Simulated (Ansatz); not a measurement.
```yaml
crystal:
  periodic: [false, false, false]
  atoms:
    - {symbol: O, position_ang: [-2.030254, 0.036551, -0.000282]}
    - {symbol: Ga, position_ang: [-0.391932, 0.061745, 0.000176]}
    - {symbol: Si, position_ang: [2.031969, -0.214331, -0.000465]}
    - {symbol: H, position_ang: [2.719021, 1.120847, 0.005298]}
basis:
  gaussian: {orbitals: def2-TZVP}
magnetization: {spin_polarized: true, initial_magnetization: 2}
hamiltonian: {xc: pbe0}
relax: {f_tol: 0.004, max_steps: 80}
```

```sh
$ ansatz run in.yaml --threads 1 --pin off --events-out ev --progress --plain --max-ram 2176MiB
```

Steps of the relaxation (energy above the last step; positions in Å, forces in eV/Å):

```
4
step 1, 95.9 meV
O    -2.030    0.037    0.000   -0.710    0.095    0.000
Ga   -0.392    0.062    0.000    1.542   -0.401   -0.001
Si    2.032   -0.214    0.000   -0.982    0.504    0.002
H     2.719    1.121    0.005    0.150   -0.199   -0.001
```

```
4
step 2, 39.2 meV
O    -2.034    0.116    0.000    0.572   -0.247   -0.001
Ga   -0.383   -0.108   -0.001   -0.369    0.445    0.002
Si    1.957   -0.129    0.000    0.057   -0.034    0.000
H     2.789    1.126    0.005   -0.259   -0.164   -0.001
```

```
4
step 3, 4.6 meV
O    -2.027    0.067    0.000    0.320   -0.058    0.000
Ga   -0.370   -0.021    0.000   -0.175    0.079    0.000
Si    1.961   -0.152    0.000   -0.092    0.063    0.000
H     2.765    1.111    0.005   -0.053   -0.084    0.000
```

```
4
step 8, 0.0 meV
O    -2.022    0.037    0.000    0.000    0.000    0.000
Ga   -0.370    0.015    0.000    0.000    0.000    0.000
Si    1.943   -0.141    0.000    0.000    0.000    0.000
H     2.778    1.093    0.005    0.000    0.000    0.000
```

Close pairs at the end: Si3–H4 1.490 Å, O1–Ga2 1.652 Å, Ga2–Si3 2.318 Å.

A stationary point of unrestricted PBE0 after 8 steps, with ⟨S²⟩ = 2.013 against 2.00 for a pure state; no frequencies were run, so it isn't proven a minimum. 68 s on 1 thread of Arm Neoverse V1, shared host.
